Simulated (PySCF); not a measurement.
**Curvature of the energy in the electron number along the third row, charge -1**

Calculated with PySCF 2.14, in aug-cc-pV(T+d)Z, non-relativistic, aug-cc-pVTZ-DK, spin-free X2C: one orbital is emptied in steps, and each cell gives the departure of E from the straight line at half an electron, in eV (from a cubic fit). The exact functional gives zero.

```json
{"species": "Al⁻", "orbital": "3p alpha", "LDA": "-0.53", "PBE": "-0.52", "r2SCAN": "-0.49", "PBE0": "-0.36", "BHandHLYP": "-0.21", "LC-wPBE": "0.08"}
{"species": "Si⁻", "orbital": "3p alpha", "LDA": "-0.72", "PBE": "-0.70", "r2SCAN": "-0.64", "PBE0": "-0.48", "BHandHLYP": "-0.27", "LC-wPBE": "0.08"}
{"species": "P⁻", "orbital": "3p beta", "LDA": "-0.74", "PBE": "-0.70", "r2SCAN": "-0.64", "PBE0": "-0.47", "BHandHLYP": "-0.28", "LC-wPBE": "0.11"}
{"species": "S⁻", "orbital": "3p beta", "LDA": "-0.90", "PBE": "-0.85", "r2SCAN": "-0.78", "PBE0": "-0.57", "BHandHLYP": "-0.31", "LC-wPBE": "0.08"}
{"species": "Cl⁻", "orbital": "3p beta", "LDA": "-1.05", "PBE": "-1.01", "r2SCAN": "-0.91", "PBE0": "-0.67", "BHandHLYP": "-0.35", "LC-wPBE": "0.03"}
```

Q: How does the mean departure depend on the functional?

A: LDA -0.79 eV; PBE -0.76 eV; r2SCAN -0.69 eV; PBE0 -0.51 eV; BHandHLYP -0.28 eV; LC-wPBE 0.08 eV. Semilocal functionals are convex (delocalisation error), and exact exchange removes curvature roughly in proportion to its share, so among the functionals the range-separated hybrids usually come closest to zero.

At the full anion the orbital energy is positive in some cells, where the basis helps to hold the electron.
